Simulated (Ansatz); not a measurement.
Input for Ansatz (development build ahead of 0.2.0):

```yaml
crystal:
  periodic: [false, false, false]
  atoms:
    - { symbol: C, position_ang: [0.0, 0.645, 0.0] }
    - { symbol: O, position_ang: [0.0, -0.483, 0.0] }
    - { symbol: "N", position_ang: [0.0, 0.0, 3.0] }
    - { symbol: H, position_ang: [0.938, 0.381, 3.0] }
    - { symbol: H, position_ang: [-0.469, 0.381, 3.812] }
    - { symbol: H, position_ang: [-0.469, 0.381, 2.188] }
basis:
  gaussian: { orbitals: cc-pVDZ }
total_charge: 1
magnetization:
  spin_polarized: true
  initial_magnetization: 1
hamiltonian:
  xc: hf
correlation:
  method: ccsd_t
  frozen_orbitals: { C: 1, H: 0, "N": 1, O: 1 }
scf:
  omitted_lower_state_checks: [stability, starts, atomic_configurations, cluster_reference, orbital_swaps, given_window_search, neighbouring_geometries, increment]
```

The input is written out in the form of the current development build from the run's settings.

Output:

```json
{
  "Converged": "yes",
  "Reference energy": "-168.60244 hartree",
  "CCSD correlation energy": "-0.46026 hartree",
  "Triples correction": "-0.01367 hartree",
  "Total energy": "-169.07636 hartree",
  "Spin squared of the determinant": "0.757"
}
```
